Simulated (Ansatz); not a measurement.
# BH₂− (triplet): RPA-PBE over a scan of the distance B1–H2, 6-31++G**

Aim: run BH₂− (triplet) with these functionals over a scan of the distance B1–H2, and hold them against the top wave-function level at the same points.

Computed with Ansatz 0.2.0, Gaussian basis. Level: 6-31++G**, all electrons in the functionals, frozen cores in the correlation of double hybrids and RPA.

The runs, in order: RPA-PBE, at 0.989 Å; 1.098 Å; 1.209 Å; 1.360 Å; 1.497 Å; 1.664 Å; 1.919 Å; 2.264 Å; 2.654 Å; 3.342 Å; 4.205 Å.

16 further runs of the same task are left out: 3 for a known fault of the program, 13 that didn't finish.

### 1 The system

The geometry derives from a PBE0/def2-TZVPD stationary point (not a proven minimum). One bond is set to the value named and the two fragments are kept rigid.

3 atoms, charge -1, spin multiplicity 3.

Atoms are counted from 1 here; the program's logs count them from 0.

Bond lengths: B1–H2 1.209 Å, B1–H3 1.209 Å. Angles: H2–B1–H3 128.9°.

No dispersion term is added.

The geometry shown and the zero of energy belong to the point 1.209 Å. The yardstick, FCI, and other wave-function levels (R restricted, U unrestricted, valence and pair active spaces) come from earlier runs.

### 2 RPA-PBE, 0.989 Å

in.yaml reads:

```yaml
crystal:
  periodic: [false, false, false]
  atoms:
    - {symbol: B, position_ang: [0.000000, -0.074440, -0.015608]}
    - {symbol: H, position_ang: [0.000000, 0.351782, -0.908052]}
    - {symbol: H, position_ang: [0.000000, 0.446644, 1.075465]}
basis:
  gaussian: {orbitals: "6-31++G**"}
total_charge: -1
magnetization: {spin_polarized: true, initial_magnetization: 2}
hamiltonian: {xc: {name: PBE}}
correlation: {method: rpa, electrons: outside_noble_gas}
```

Run with:

```bash
ansatz run in.yaml --threads 1 --pin off --events-out ev --progress --plain --max-ram 2393MiB
```

After this run come: RPA-PBE, 1.098 Å; RPA-PBE, 1.209 Å; RPA-PBE, 1.360 Å; RPA-PBE, 1.497 Å; RPA-PBE, 1.664 Å; RPA-PBE, 1.919 Å; RPA-PBE, 2.264 Å; RPA-PBE, 2.654 Å; RPA-PBE, 3.342 Å; RPA-PBE, 4.205 Å.

Before running them: what should the planned runs give, taken together? Wanted: span of the FCI curve; largest miss, RPA-PBE.

As calculated:

| quantity | value |
| --- | --- |
| span of the FCI curve | 3.734 eV |
| largest miss, RPA-PBE | -0.521 eV (4.205 Å) |

RPA-PBE strays by up to 0.521 eV, at 4.205 Å. Functionals and the yardstick converge differently with the basis, so part of each miss in 6-31++G** is the basis.
